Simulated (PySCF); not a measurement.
## Single point on NaN⁺

State: ⁴Σ⁻ (quartet), unpaired electrons σ ↑, π ↑↑.

An equivalent input (the run itself took its basis sets from the Basis Set Exchange, started from a PBE0 density and held the occupation σ 6α 5β, πx 2α 1β, πy 2α 1β):

```python
from pyscf import gto, dft
mol = gto.M(atom='Na 0 0 0; N 0 0 2.691', basis={'Na': 'def2-SVP', 'N': 'def2-SVP'},
            charge=1, spin=3, verbose=4, symmetry='C2v')
mf = dft.UKS(mol, xc='PBE_R,PBE')
mf.grids.atom_grid = (80, 434)
mf.grids.prune = dft.gen_grid.treutler_prune
mf.irrep_nelec = {'A1': (6, 5), 'B1': (2, 1), 'B2': (2, 1)}
mf.conv_tol = 1e-9
mf.max_cycle = 60
mf.diis_space = 10
mf.kernel()
```

The log (some set-up lines and the per-cycle HOMO/LUMO lines removed):

```
******** <class 'pyscf.dft.uks_symm.SymAdaptedUKS'> ********
method = SymAdaptedUKS
damping factor = 0
level_shift factor = 0
DIIS = <class 'pyscf.scf.diis.CDIIS'>
diis_start_cycle = 1
diis_space = 10
diis_damp = 0
SCF conv_tol = 1e-09
SCF conv_tol_grad = None
SCF max_cycles = 60
number electrons alpha = 10  beta = 7
Set gradient conv threshold to 3.16228e-05
init E= -216.512401916123
cycle= 1 E= -216.512661972156  delta_E= -0.00026  |g|= 0.00342  |ddm|= 0.0502
cycle= 2 E= -216.51266476906  delta_E= -2.8e-06  |g|= 0.00267  |ddm|= 0.00766
cycle= 3 E= -216.512669103707  delta_E= -4.33e-06  |g|= 0.00011  |ddm|= 0.00346
cycle= 4 E= -216.512669112362  delta_E= -8.66e-09  |g|= 1.72e-05  |ddm|= 0.000159
cycle= 5 E= -216.512669112597  delta_E= -2.34e-10  |g|= 3.36e-06  |ddm|= 2.65e-05
Extra cycle  E= -216.512669112602  delta_E= -5.6e-12  |g|= 2.18e-06  |ddm|= 4.8e-06
converged SCF energy = -216.512669112602  <S^2> = 3.7525912  2S+1 = 4.0012954
```

Repeating this along the bond gives Re = 2.738 Å and ωe = 135 cm⁻¹.

A point of this curve took 0.14 CPU seconds beside 0.011 for the integrals, on Intel Xeon 6975P-C (shared host).

The state is the lowest determinant that a PBE0 search found; another state may lie lower at other levels.
